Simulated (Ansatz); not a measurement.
Ansatz (an electronic-structure program) input (PBE/6-31G*):

Ansatz 0.2 input:
```yaml
crystal:
  periodic: [false, false, false]
  atoms:
    - {symbol: C, position_ang: [-0.00717952, -0.17649498, 1.18877778]}
    - {symbol: N, position_ang: [0.04667122, 0.63032333, 0.00383616]}
    - {symbol: C, position_ang: [-0.01782633, -0.16122431, -1.19083315]}
    - {symbol: H, position_ang: [0.82239004, -0.89994531, 1.21610482]}
    - {symbol: H, position_ang: [0.04344444, 0.44786648, 2.08044412]}
    - {symbol: H, position_ang: [-0.93390440, -0.76995637, 1.22479698]}
    - {symbol: H, position_ang: [0.81142397, -0.88421671, -1.23486430]}
    - {symbol: H, position_ang: [0.02485300, 0.47453211, -2.07483039]}
    - {symbol: H, position_ang: [-0.94487047, -0.75422777, -1.22617215]}
basis:
  gaussian:
    orbitals: 6-31G*
hamiltonian:
  xc: {name: PBE}
magnetization: {spin_polarized: true, initial_magnetization: 1}
relax: {f_tol: 0.003, max_steps: 120}
```

From the last part of the output:

```
mean field evaluation 2: about -3642.4675 eV, gradient 4.9e1 eV
mean field evaluation 4: about -3655.0313 eV, gradient 3.2e0 eV
mean field evaluation 8: about -3655.0186 eV, gradient 5.0e-2 eV
mean field evaluation 16: about -3655.0186 eV, gradient 1.4e-5 eV
mean field -3655.01856326 eV, -134.3194547393 hartree, gradient 6.1e-6 eV, S^2 0.752646; 0 other end points of the search recorded, 0 dependent functions left out
the calculation of the forces begins
reference -3655.01858262 eV, -134.3194554507 hartree; 13, 12 occupied and 44, 45 virtual orbitals, 782 factors
relax step   1: F+E_penalty+E_count = -3655.01856326 eV  Δ(F+E_penalty+E_count) = +0.000e0 eV  max|allowed force component| = 4.628e-1 eV/Å  Δτ_max = 0.0000 Å  (30 SCF iters, accepted)
these checks for a lower state are left out or cut short: starts, cluster_reference, orbital_swaps, neighbouring_geometries, increment
integrals: 0.02 GiB planned
782 factors; their error is unknown
mean field: 0.15 GiB planned
mean field -3655.03749379 eV, -134.3201504236 hartree, gradient 2.6e-5 eV, S^2 0.752690; 0 other end points of the search recorded, 0 dependent functions left out
the calculation of the forces begins
reference -3655.03751322 eV, -134.3201511373 hartree; 13, 12 occupied and 44, 45 virtual orbitals, 782 factors
relax step   2: F+E_penalty+E_count = -3655.03749379 eV  Δ(F+E_penalty+E_count) = -1.893e-2 eV  max|allowed force component| = 1.338e-1 eV/Å  Δτ_max = 0.0114 Å  (32 SCF iters, accepted)
these checks for a lower state are left out or cut short: starts, cluster_reference, orbital_swaps, neighbouring_geometries, increment
integrals: 0.02 GiB planned
782 factors; their error is unknown
mean field: 0.15 GiB planned
mean field evaluation 32: about -3655.0394 eV, gradient 2.6e-5 eV
mean field -3655.03938321 eV, -134.3202198583 hartree, gradient 2.6e-5 eV, S^2 0.752711; 0 other end points of the search recorded, 0 dependent functions left out
the calculation of the forces begins
reference -3655.03940266 eV, -134.3202205731 hartree; 13, 12 occupied and 44, 45 virtual orbitals, 782 factors
relax step   3: F+E_penalty+E_count = -3655.03938321 eV  Δ(F+E_penalty+E_count) = -1.889e-3 eV  max|allowed force component| = 5.088e-3 eV/Å  Δτ_max = 0.0056 Å  (32 SCF iters, accepted)
these checks for a lower state are left out or cut short: starts, cluster_reference, orbital_swaps, neighbouring_geometries, increment
integrals: 0.02 GiB planned
782 factors; their error is unknown
mean field: 0.15 GiB planned
mean field -3655.03938574 eV, -134.3202199511 hartree, gradient 4.7e-5 eV, S^2 0.752711; 0 other end points of the search recorded, 0 dependent functions left out
the calculation of the forces begins
reference -3655.03940519 eV, -134.3202206660 hartree; 13, 12 occupied and 44, 45 virtual orbitals, 782 factors
relax step   4: F+E_penalty+E_count = -3655.03938574 eV  Δ(F+E_penalty+E_count) = -2.527e-6 eV  max|allowed force component| = 2.340e-3 eV/Å  Δτ_max = 0.0005 Å  (21 SCF iters, accepted)
integrals: 0.02 GiB planned
782 factors; their error is unknown
mean field: 0.15 GiB planned
mean field -3655.03938574 eV, -134.3202199511 hartree, gradient 4.7e-5 eV, S^2 0.752711; 1 other end points of the search recorded, 0 dependent functions left out
the calculation of the forces begins
reference -3655.03940519 eV, -134.3202206660 hartree; 13, 12 occupied and 44, 45 virtual orbitals, 782 factors
Total energy: -3655.03940519 eV, -134.3202206660 hartree
Atom 0 at    -0.006908    -0.172831     1.188760 Å, force    -0.000068    -0.001072     0.002327 eV/Å
Atom 1 at     0.047872     0.646541     0.003935 Å, force     0.000073     0.000989     0.000006 eV/Å
Atom 2 at    -0.017555    -0.157561    -1.190771 Å, force    -0.000089    -0.001042    -0.002340 eV/Å
Atom 3 at     0.828960    -0.909396     1.221272 Å, force    -0.000109     0.000364    -0.000273 eV/Å
Atom 4 at     0.043951     0.453771     2.094517 Å, force    -0.000009    -0.000142     0.000212 eV/Å
Atom 5 at    -0.941743    -0.778341     1.230036 Å, force     0.000159     0.000344    -0.000274 eV/Å
Atom 6 at     0.817947    -0.893600    -1.240211 Å, force    -0.000107     0.000360     0.000278 eV/Å
Atom 7 at     0.025234     0.480617    -2.088831 Å, force    -0.000011    -0.000139    -0.000214 eV/Å
Atom 8 at    -0.952756    -0.762545    -1.231448 Å, force     0.000161     0.000340     0.000277 eV/Å
Dipole moment:    -0.026931    -0.363726    -0.002214 e Å
```
